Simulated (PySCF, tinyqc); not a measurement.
G0W0 on RHF in the sto-3g basis, for HF, spin multiplicity 1, step by step. The lowest restricted solution is unstable here: a spin-polarised one lies 0.0095 hartree lower (PySCF). One step of it, computed by the program tinyqc.

Task: G0W0 on Hartree-Fock: HOMO. W(p,q,m) = sqrt2 sum_ia (pq|ia) (X+Y)_ia,m; Sigma_c(x) = sum_(i,m) W^2/(x - e_i + w_m) + sum_(a,m) W^2/(x - e_a - w_m); solve x = e_p + Sigma_c(x) by Newton steps; Z = 1/(1 - dSigma/dx); 1 hartree = 27.211386 eV.

orbital energies (hartree): MO1 -25.929591, MO2 -1.409741, MO3 -0.465567, MO4 -0.464112, MO5 -0.464112, MO6 0.324541

Two-electron integrals over orbitals (pq|rs), unique and non-zero (hartree):
```
(11|11) 5.364660    (21|11) -0.523743   (21|21) 0.080588    (22|11) 1.237559
(22|21) -0.023022   (22|22) 0.875989    (31|11) 0.090819    (31|21) -0.013594
(31|22) 0.005693    (31|31) 0.016786    (32|11) -0.111921   (32|21) 0.004539
(32|22) -0.045673   (32|31) 0.020487    (32|32) 0.130698    (33|11) 0.872442
(33|21) -0.008310   (33|22) 0.681366    (33|31) -0.001755   (33|32) -0.011232
(33|33) 0.664562    (41|41) 0.029529    (42|41) 0.040214    (42|42) 0.190300
(43|41) -0.006338   (43|42) -0.025533   (43|43) 0.034003    (44|11) 1.264027
(44|21) -0.015162   (44|22) 0.897238    (44|31) 0.002685    (44|32) -0.062276
(44|33) 0.667462    (44|44) 0.997514    (51|51) 0.029529    (52|51) 0.040214
(52|52) 0.190300    (53|51) -0.006338   (53|52) -0.025533   (53|53) 0.034003
(54|54) 0.053770    (55|11) 1.264027    (55|21) -0.015162   (55|22) 0.897238
(55|31) 0.002685    (55|32) -0.062276   (55|33) 0.667462    (55|44) 0.889973
(55|55) 0.997514    (61|11) 0.096722    (61|21) -0.015412   (61|22) 0.002781
(61|31) -0.012715   (61|32) -0.022892   (61|33) 0.004914    (61|44) 0.002847
(61|55) 0.002847    (61|61) 0.019140    (62|11) -0.140707   (62|21) 0.003807
(62|22) -0.078108   (62|31) -0.019914   (62|32) -0.080081   (62|33) -0.020935
(62|44) -0.077674   (62|55) -0.077674   (62|61) 0.019208    (62|62) 0.091317
(63|11) -0.429908   (63|21) 0.007161    (63|22) -0.246825   (63|31) 0.001340
(63|32) 0.075819    (63|33) -0.089779   (63|44) -0.253322   (63|55) -0.253322
(63|61) -0.004466   (63|62) 0.033125    (63|63) 0.239603    (64|41) -0.006358
(64|42) -0.026087   (64|43) -0.023036   (64|64) 0.028710    (65|51) -0.006358
(65|52) -0.026087   (65|53) -0.023036   (65|65) 0.028710    (66|11) 0.830336
(66|21) -0.008850   (66|22) 0.632701    (66|31) 0.009361    (66|32) 0.042132
(66|33) 0.642127    (66|44) 0.618174    (66|55) 0.618174    (66|61) -0.006773
(66|62) -0.050838   (66|63) -0.027702   (66|66) 0.666565
```

excitation energies w (hartree): 0.844123  0.844123  1.170855  1.910871  26.292392

X + Y:
```
             1         2          3          4          5
1>6   0.000000  0.000000   0.000800  -0.002758   0.999272
2>6   0.000000  0.000000  -0.082999   0.950456   0.000194
3>6   0.000000  0.000000   0.819557   0.043852  -0.000020
4>6  -0.119404  0.959182   0.000000   0.000000   0.000000
5>6   0.959182  0.119404   0.000000   0.000000   0.000000
```

Give: The 12 largest terms at x = e_p; Newton steps; quasiparticle energy of the HOMO; Hartree-Fock value.

Result:

The 12 largest terms at x = e_p (hartree; W for the signs of X + Y given):
```
q  m        W       term
5  3  -0.2845     0.0691
5  4  -0.1201     0.0076
3  1  -0.0312     0.0012
6  1   0.0389    -0.0009
2  1  -0.0354     0.0007
3  2  -0.0039   1.79e-05
6  2   0.0048  -1.44e-05
2  2  -0.0044   1.08e-05
1  1  -0.0086   2.83e-06
5  5   0.0040   6.11e-07
1  2  -0.0011   4.38e-08
```

Newton steps (hartree):
```
step        x  Sigma_c(x)       Z
0     -0.4641      0.0776  0.9387
1     -0.3913      0.0731  0.9450
2     -0.3910      0.0731  0.9451
3     -0.3910      0.0731  0.9451
```

quasiparticle energy of the HOMO = -10.6397 eV

Hartree-Fock value = -12.6291 eV
